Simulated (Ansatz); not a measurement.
in.yaml

```yaml
crystal:
  periodic: [false, false, false]
  atoms:
    - {symbol: Si, position_ang: [0.000000, 0.000000, -3.391808]}
    - {symbol: C, position_ang: [0.000000, 0.000000, 1.156192]}
    - {symbol: H, position_ang: [0.000000, 0.000000, 2.235615]}
basis:
  gaussian: {orbitals: cc-pVDZ, fitting: {mean_field: def2-universal-jkfit}}
magnetization: {spin_polarized: false, initial_magnetization: 2}
correlation: {method: ccsd, electrons: outside_noble_gas}
accuracy: high
output: {forces: true}
```

```sh
$ ansatz run in.yaml --threads 1 --pin off --events-out ev --progress --plain --max-ram 2393MiB
```

Problem. One thing in this input was set wrong on purpose, beside settings that are merely unusual. What is the gravest fault, and what does the program do?

Solution. Multiplicity of wrong parity. How the run ends: refused.
```
Error: a molecule whose nuclei and cores have a total charge of 21 cannot have a net charge of 0 together with 2 unpaired electrons
```
